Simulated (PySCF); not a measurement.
# C2H3N2P (1H-1,2,4-diazaphosphole): the cost of one run

The runs use PySCF 2.14.0, with density-fitted response routines of our own; the level of theory stands in each step. All values are computed, except where a source is named. Atoms count from 0, in the outputs and in this text.

## 1. The molecule as given

8 atoms, charge 0, multiplicity 1; geometry from: GFN2-xTB. The atoms were then displaced at random by about 0.01 Å, so the start is not that level's minimum.

Bonds of the start (Å): C0–N1 1.34, N1–N2 1.33, N2–C3 1.33, C3–P4 1.70, P4–C0 1.76, C0–H5 1.05, N2–H6 0.99, C3–H7 1.09.

## 2. Geometry optimisation at PBE0-D3(BJ)/def2-TZVP

The job: settings as JSON, then the geometry in Å.

```
{"job": {"xc": "PBE0", "basis": "def2-TZVP", "d3": "d3bj", "grid": 2, "shake": 0.01, "kind": "geom"}, "charge": 0, "multiplicity": 1}
C      1.368480    -0.194980    -0.100410
N      0.702270     0.961170    -0.029370
N     -0.608800     0.743900     0.051350
C     -0.954140    -0.537600     0.049430
P      0.344850    -1.626830    -0.083640
H      2.416260    -0.144010    -0.183370
H     -1.193950     1.543740     0.127050
H     -2.019820    -0.764530     0.116480
```

Run with:

```
> OMP_NUM_THREADS=1 python probes_run.py task.json out
```

One launch serves the whole session: the jobs run in the order shown.

**Question.** How long does this first job take on 1 thread of Arm Neoverse N1, shared host, and how much memory does it need?

About 2.8 min, with a peak of 0.69 GiB.
